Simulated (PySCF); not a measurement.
# Reproducing measurements on butadiyne

**What was measured.**

From NIST CCCBDB Release 22 (SRD 101), experimental polarizabilities, for the gas: mean polarisability 6.811 Å³.

The results are set against them at the end.

Compound: butadiyne, C₄H₂.
SMILES with atom numbers: `[CH:1]#[C:2][C:3]#[CH:4]` (hydrogens: H5 on C1; H6 on C4)

Geometry (GFN2-xTB, Å), atoms numbered from 1 in this order:
```
atom  x, y, z in Å
C1     0.1918    1.4979    1.1277
C2     0.0693    0.5409    0.4078
C3    -0.0687   -0.5403   -0.4061
C4    -0.1902   -1.4971   -1.1265
H5     0.2978    2.3310    1.7552
H6    -0.2968   -2.3305   -1.7533
```

The PySCF runs (gas phase, on this GFN2-xTB geometry; no spin–orbit coupling):

```
         level                                                                job  basis functions  wall time
PBE0/def2-SVPD  8 singlets by full TDDFT, 3 Tamm–Dancoff triplets, polarisability               96      4.2 s
```

Hardware: one thread of an x86-64 server, no GPU, shared host.

## Comparison

**Mean polarisability.** Measured: 6.811 Å³ (NIST CCCBDB Release 22 (SRD 101), experimental polarizabilities).

| level | computed (Å³) | computed − measured (Å³) | % (from the printed values) |
| --- | --- | --- | --- |
| PBE0/def2-SVPD | 6.968 | +0.157 | +2 |

The computed values are static and purely electronic, with core orbitals frozen in the response (1 au = 0.148185 Å³). The table of measured values doesn't say here whether a value is static or optical, or holds a vibrational part.

No measured geometry was used, and the causes of the misses weren't examined.
